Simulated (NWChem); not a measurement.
**One shape, several levels: [BNH4]− (SMILES [BH2-]N)**

We compute a comparison of 6 runs (UHF/STO-3G, UHF/def2-SVP, UB2PLYP/6-31G, UB3LYP/6-31G*, UCAM-B3LYP/def2-SVP) of [BNH4]−. 

The results are computed with NWChem 7.3.0.

## (1) The molecule

The species is [BNH4]− (6 atoms), meant as a doublet with charge -1. SMILES: `[BH2-]N`. Geometry: relaxed at GFN2-xTB.

Bond lengths: B1–N2 1.573 Å, B1–H3 1.274 Å, B1–H4 1.250 Å, N2–H5 1.029 Å, N2–H6 1.021 Å. Angles: B1–N2–H5 111.6°, B1–N2–H6 108.4°, N2–B1–H3 113.0°, N2–B1–H4 110.8°, H5–N2–H6 104.9°, H3–B1–H4 110.4°.

## (2) Energy and forces at UHF/STO-3G (run 1)

File run.py:

```python
from ase import Atoms
from ase.calculators.nwchem import NWChem

system = Atoms(['B', 'N', 'H', 'H', 'H', 'H'], positions=[
    [-0.409200, -0.684370, 0.181230],
    [-0.175110, 0.868880, 0.098520],
    [0.620240, -1.323070, 0.573900],
    [-0.807710, -1.131940, -0.915350],
    [0.296220, 1.134010, -0.776380],
    [0.475560, 1.136490, 0.838070],
])

calc = NWChem(
    label='bh4n',
    theory='scf',
    memory='2200 mb',
    basis='STO-3G',
    basispar='spherical bse',
    charge=-1,
    scf={'nopen': '1', 'uhf': None, 'thresh': '1e-08', 'maxiter': '80'},
)
system.calc = calc

forces = system.get_forces()
e = system.get_potential_energy()
print(f"E = {e:.6f} eV")
print("forces (eV/A):")
for s, f in zip(system.symbols, forces):
    print(f"{s:2s} {f[0]:10.5f} {f[1]:10.5f} {f[2]:10.5f}")
```

Run with:

```bash
$ export ASE_NWCHEM_COMMAND="nwchem PREFIX.nwi > PREFIX.nwo"
$ python run.py
```

Standard output:

```text
E = -2182.606463 eV
forces (eV/A):
B     1.35523   -1.55346   -1.15880
N    -1.48296   -0.70685    0.03471
H    -1.73123    1.08639   -0.61876
H     0.48239    0.68612    1.65188
H     0.61562    0.10979   -0.17185
H     0.76094    0.37800    0.26282
```

The calculator wrote bh4n.nwi:

```
title "bh4n"

permanent_dir bh4n

scratch_dir bh4n

start bh4n

geometry units angstrom nocenter noautosym noautoz
  B  -4.0920000000000001e-01 -6.8437000000000003e-01 1.8123000000000000e-01
  N  -1.7510999999999999e-01 8.6887999999999999e-01 9.8519999999999996e-02
  H  6.2024000000000001e-01 -1.3230700000000000e+00 5.7389999999999997e-01
  H  -8.0771000000000004e-01 -1.1319399999999999e+00 -9.1535000000000000e-01
  H  2.9621999999999998e-01 1.1340100000000000e+00 -7.7637999999999996e-01
  H  4.7555999999999998e-01 1.1364900000000000e+00 8.3806999999999998e-01
end

charge -1

memory 2200 mb

basis spherical bse noprint
   * library STO-3G
end

scf
  nopen 1
  uhf
  thresh 1e-08
  maxiter 80
end

task scf gradient
```

bh4n.nwo:

```text
Northwest Computational Chemistry Package (NWChem) 7.3.0
             --------------------------------------------------------

           Job information
           ---------------

    nwchem branch   = 7.3.0
    use scalapack   = T
    input           = bh4n.nwi
    prefix          = bh4n.
    data base       = bh4n/bh4n.db
    status          = startup
    nproc           =        1

           Memory information
           ------------------

[... 5 lines left out ...]
    hardfail = no
[... 120 lines left out ...]
 1-e energy   =    -178.724800
[... 9 lines left out ...]
 Convergence threshold     :          1.000E-08
[... 16 lines left out ...]
      One electron energy =   -173.987317619478
[... 9 lines left out ...]
          Final alpha eigenvalues
[... 149 lines left out ...]
                     UHF Final Beta Molecular Orbital Analysis
[... 193 lines left out ...]
                 ----------------------------------------
                 |  Time  |  1-e(secs)   |  2-e(secs)   |
                 ----------------------------------------
                 |  CPU   |       0.00   |       0.02   |
                 ----------------------------------------
                 |  WALL  |       0.00   |       0.02   |
                 ----------------------------------------

 Task  times  cpu:        0.2s     wall:        0.2s
 Total times  cpu:        0.2s     wall:        0.2s
```

It took 0.94 s on 1 thread of AMD EPYC 9R45 (Zen 5), shared host; peak memory 0.1 GiB.

## (3) Energy and gradient at UHF/def2-SVP (run 2)

File bh4n.xyz:

```xyz
6
BH4N
B     -0.409200    -0.684370     0.181230
N     -0.175110     0.868880     0.098520
H      0.620240    -1.323070     0.573900
H     -0.807710    -1.131940    -0.915350
H      0.296220     1.134010    -0.776380
H      0.475560     1.136490     0.838070
```

File run.py:

```python
from ase.io import read
from ase.calculators.nwchem import NWChem

atoms = read('bh4n.xyz')

calc = NWChem(
    label='bh4n',
    theory='scf',
    memory='2200 mb',
    basis='def2-SVP',
    basispar='spherical bse',
    charge=-1,
    scf={'nopen': '1', 'uhf': None, 'thresh': '1e-08', 'maxiter': '80'},
)
atoms.calc = calc

forces = atoms.get_forces()
print(f"energy = {atoms.get_potential_energy():.6f} eV")
print("forces (eV/A):")
for s, f in zip(atoms.symbols, forces):
    print(f"{s:2s} {f[0]:10.5f} {f[1]:10.5f} {f[2]:10.5f}")
```

Run with:

```bash
$ export ASE_NWCHEM_COMMAND="nwchem PREFIX.nwi > PREFIX.nwo"
$ python run.py
```

Standard output:

```text
energy = -2213.070942 eV
forces (eV/A):
B     0.88657    0.53474   -0.45930
N     0.41492   -0.03301    0.00159
H    -0.37692   -0.06099    0.06489
H    -0.20085   -0.04618    0.16296
H    -0.32077   -0.33121    0.69780
H    -0.40294   -0.06340   -0.46794
```

The calculator wrote bh4n.nwi:

```
title "bh4n"

permanent_dir bh4n

scratch_dir bh4n

start bh4n

geometry units angstrom nocenter noautosym noautoz
  B  -4.0920000000000001e-01 -6.8437000000000003e-01 1.8123000000000000e-01
  N  -1.7510999999999999e-01 8.6887999999999999e-01 9.8519999999999996e-02
  H  6.2024000000000001e-01 -1.3230700000000000e+00 5.7389999999999997e-01
  H  -8.0771000000000004e-01 -1.1319399999999999e+00 -9.1535000000000000e-01
  H  2.9621999999999998e-01 1.1340100000000000e+00 -7.7637999999999996e-01
  H  4.7555999999999998e-01 1.1364900000000000e+00 8.3806999999999998e-01
end

charge -1

memory 2200 mb

basis spherical bse noprint
   * library def2-SVP
end

scf
  nopen 1
  uhf
  thresh 1e-08
  maxiter 80
end

task scf gradient
```

bh4n.nwo:

```text
Northwest Computational Chemistry Package (NWChem) 7.3.0
             --------------------------------------------------------

           Job information
           ---------------

    nwchem branch   = 7.3.0
    use scalapack   = T
    input           = bh4n.nwi
    prefix          = bh4n.
    data base       = bh4n/bh4n.db
    status          = startup
    nproc           =        1

           Memory information
           ------------------

[... 5 lines left out ...]
    hardfail = no
[... 120 lines left out ...]
 1-e energy   =    -177.703245
[... 9 lines left out ...]
 Convergence threshold     :          1.000E-08
[... 16 lines left out ...]
      One electron energy =   -173.172812994471
[... 9 lines left out ...]
          Final alpha eigenvalues
[... 195 lines left out ...]
                     UHF Final Beta Molecular Orbital Analysis
[... 234 lines left out ...]
                 ----------------------------------------
                 |  Time  |  1-e(secs)   |  2-e(secs)   |
                 ----------------------------------------
                 |  CPU   |       0.00   |       0.19   |
                 ----------------------------------------
                 |  WALL  |       0.00   |       0.19   |
                 ----------------------------------------

 Task  times  cpu:        1.3s     wall:        1.3s
 Total times  cpu:        1.3s     wall:        1.3s
```

Wall time 2 s (1 thread of AMD EPYC 9R45 (Zen 5), shared host); peak memory 0.1 GiB.

Run 3 isn't shown in full; the table further down has it.

## (4) Energy and forces at UB3LYP/6-31G(d) (spherical functions) (run 4)

bh4n.xyz is that of step 3.

File bh4n.nw:

```
start bh4n
title "BH4N"
memory 2200 mb
charge -1

geometry units angstrom noautosym nocenter noautoz
load format xyz bh4n.xyz
end

basis spherical bse
* library 6-31G*
end

dft
xc b3lyp
mult 2
grid xfine
convergence energy 1e-08
iterations 100
mulliken
end

task dft gradient
```

Run with:

```bash
$ nwchem bh4n.nw > bh4n.out
```

Standard output:

```text
[...]
          Wavefunction type:  spin polarized.
          No. of atoms     :     6
          No. of electrons :    17
[...]
          Charge           :    -1
          Spin multiplicity:     2
[...]
          AO basis - number of functions:    36
[...]
              XC Information
              --------------
                         B3LYP Method XC Potential
                     Hartree-Fock (Exact) Exchange  0.200
                        Slater Exchange Functional  0.800 local
                    Becke 1988 Exchange Functional  0.720 non-local
              Lee-Yang-Parr Correlation Functional  0.810
                  VWN I RPA Correlation Functional  0.190 local
[...]
 d= 0,ls=0.0,diis     1    -81.8216370606 -1.12D+02  2.48D-02  2.04D-01     0.8
[...]
 d= 0,ls=0.0,diis    11    -81.9380282422 -6.18D-10  2.70D-07  5.72D-11     7.1
[...]
         Total DFT energy =      -81.938028242197
      One electron energy =     -173.679085386615
           Coulomb energy =       74.270726567806
    Exchange-Corr. energy =      -12.696889368181
 Nuclear repulsion energy =       30.167219944793
[...]
      <S2> =      0.7519 (Exact =     0.7500)
[...]
  wavefunction    = open shell
                         DFT ENERGY GRADIENTS
    atom               coordinates                        gradient
                 x          y          z           x          y          z
   1 B      -0.773276  -1.293272   0.342475   -0.016783  -0.003941   0.008325
   2 N      -0.330910   1.641945   0.186176    0.008435   0.005746  -0.001580
   3 H       1.172084  -2.500240   1.084514    0.008769  -0.000581  -0.001008
   4 H      -1.526351  -2.139056  -1.729761    0.002391  -0.001438  -0.005074
   5 H       0.559775   2.142968  -1.467145   -0.001185   0.001089  -0.000906
   6 H       0.898678   2.147655   1.583723   -0.001627  -0.000875   0.000243
[...]
```

It took 8.7 s on 1 thread of AMD EPYC 9R45 (Zen 5), shared host; peak memory 0.13 GiB.

Run 5 isn't shown in full; the table further down has it.

## (5) Energy and gradient at UCAM-B3LYP/def2-SVP (run 6)

File bh4n.nw:

```
start bh4n
title "BH4N gradient"
memory total 2200 mb
charge -1

geometry noautosym nocenter noautoz
 B       -0.409200      -0.684370       0.181230
 N       -0.175110       0.868880       0.098520
 H        0.620240      -1.323070       0.573900
 H       -0.807710      -1.131940      -0.915350
 H        0.296220       1.134010      -0.776380
 H        0.475560       1.136490       0.838070
end

basis spherical bse
 * library def2-SVP
end

dft
 xc xcamb88 1.00 lyp 0.81 vwn_5 0.19 hfexch 1.00
 cam 0.33 cam_alpha 0.19 cam_beta 0.46
 mult 2
 grid xfine
 convergence energy 1e-08
 direct
 iterations 100
 mulliken
end

task dft gradient
```

Run with:

```bash
$ nwchem bh4n.nw > bh4n.out
```

Standard output:

```text
[...]
          Wavefunction type:  spin polarized.
          No. of atoms     :     6
          No. of electrons :    17
[...]
          Charge           :    -1
          Spin multiplicity:     2
[...]
          AO basis - number of functions:    48
[...]
              XC Information
              --------------
                     Hartree-Fock (Exact) Exchange  1.000
                   CAM-Becke88 Exchange Functional  1.000
                      VWN V Correlation Functional  0.190 local
              Lee-Yang-Parr Correlation Functional  0.810
[...]
 d= 0,ls=0.0,diis     1    -81.7181187734 -1.12D+02  2.12D-02  2.15D-01     1.1
[...]
 d= 0,ls=0.0,diis    11    -81.8412835207 -1.89D-09  1.13D-06  1.20D-10    11.5
[...]
         Total DFT energy =      -81.841283520667
      One electron energy =     -173.369924399613
           Coulomb energy =       73.940410462934
    Exchange-Corr. energy =      -12.578989528782
 Nuclear repulsion energy =       30.167219944793
[...]
      <S2> =      0.7519 (Exact =     0.7500)
[...]
  wavefunction    = open shell
[...]
                         DFT ENERGY GRADIENTS
    atom               coordinates                        gradient
                 x          y          z           x          y          z
   1 B      -0.773276  -1.293272   0.342475   -0.019213  -0.014416   0.009315
   2 N      -0.330910   1.641945   0.186176    0.006380   0.011399  -0.002140
   3 H       1.172084  -2.500240   1.084514    0.007985   0.001556  -0.002317
   4 H      -1.526351  -2.139056  -1.729761    0.003954   0.000384  -0.003082
   5 H       0.559775   2.142968  -1.467145    0.001036   0.002259  -0.002318
   6 H       0.898678   2.147655   1.583723   -0.000143  -0.001182   0.000542
[...]
```

It took 14 s on 1 thread of AMD EPYC 9R45 (Zen 5), shared host; peak memory 0.13 GiB.

## (6) The series

```
run                                level      task  iteration cap  energy (Eh)  HOMO energy (eV)  LUMO energy (eV)   ⟨S²⟩  wall time
  1                           UHF/STO-3G  gradient             80   -80.209309              3.27             19.36  0.756     0.94 s
  2                         UHF/def2-SVP  gradient             80   -81.328858             -0.16             10.22  0.755        2 s
  3                        UB2PLYP/6-31G    energy            100   -81.772604              2.17              8.92  0.753      5.1 s
  4  UB3LYP/6-31G* (spherical functions)  gradient            100   -81.938028              3.58              7.22  0.752      8.7 s
  5  UB3LYP/6-31G* (Cartesian functions)  gradient            100   -81.939758              3.57              7.22  0.752      9.3 s
  6                  UCAM-B3LYP/def2-SVP  gradient            100   -81.841284              1.55              7.61  0.752       14 s
```

## (7) Summary of results

| quantity | value |
| --- | --- |
| run 6: total energy | -81.84128 Eh |
| run 6: HOMO energy (highest over α and β) | 1.55 eV |
| run 6: LUMO energy (lowest over α and β) | 7.61 eV |
| run 6: ⟨S²⟩ | 0.752 |
| run 6: largest force on an atom | 1.325 eV/Å |

In words: Totals of different functionals can't be ranked against each other. In runs 1, 3, 4, 5, 6 the HOMO lies above zero, so the outermost electron may be held by the basis alone. In run 1 the basis is minimal, so the values are rough. All runs together took 40 s, the longest 14 s.
